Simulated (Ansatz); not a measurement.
```yaml
crystal:
  periodic: [false, false, false]
  atoms:
    - {symbol: N, position_ang: [0.010817, 0.015077, -0.034002]}
    - {symbol: S, position_ang: [0.008814, 0.007286, 1.487248]}
basis:
  gaussian: {orbitals: cc-pVTZ}
magnetization: {spin_polarized: true, initial_magnetization: 1}
hamiltonian: {xc: {name: HF}}
correlation: {method: mp2, frozen_orbitals: {N: 9}}
scf: {lower_state_search: full}
```

```sh
$ ansatz run in.yaml --threads 2 --pin off --events-out ev --progress --plain --max-ram 32768MiB --backend cpu
```

Shortened log:

```
Functional definition: HF
Error: "frozen_orbitals" has no count for S
```

(1) Something in this input is off. What?

Answers

(1) Frozen orbitals are typed for one element alone, and the program wants a count for each. The program refused the input.
